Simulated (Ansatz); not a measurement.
**Structure relaxation of CsSr3Nb**

Computed with DFT PBE, scalar-relativistic, plane waves, PAW (Ansatz). Cutoff 420 eV, Γ-centred k mesh, Gaussian smearing, no spin polarisation in the final step.

This is the end of a relaxation of cell and atoms.

```xyz
5
Lattice="6.2793 0.0000 0.0000 0.0000 6.2793 0.0000 0.0000 0.0000 6.2793" Properties=species:S:1:pos:R:3 pbc="T T T"
Cs    0.0000    0.0000    0.0000
Sr    0.0000    3.1397    3.1397
Sr    3.1397    0.0000    3.1397
Sr    3.1397    3.1397    0.0000
Nb    3.1397    3.1397    3.1397
```

Formation energies are uncorrected and refer to the elements' standard structures at the same level.

(1) What space group does it have?

(2) How far does it lie from the elements in energy?

(3) Is it a metal?

Answers

(1) Pm-3m (No. 221). Conventional cell: a = 6.279 Å. Around Cs lie 12 Sr at 4.44 Å; around Sr lie 2 Nb at 3.14 Å; Nb is coordinated by 6 Sr at 3.14 Å.

(2) 0.77 eV/atom.

(3) Yes, bands cross the Fermi level on the 6×6×6 mesh.

The final run used a 6×6×6 mesh on its 5-atom cell and 0.10 eV smearing. The k mesh leaves about 4 meV/atom of noise in metals. The cell came from a trial start, so CsSr3Nb may not exist in this structure.

Cost: 5 runs of about 2.1 core-minutes in all, on Intel Xeon Platinum 8488C (Sapphire Rapids) (shared hosts).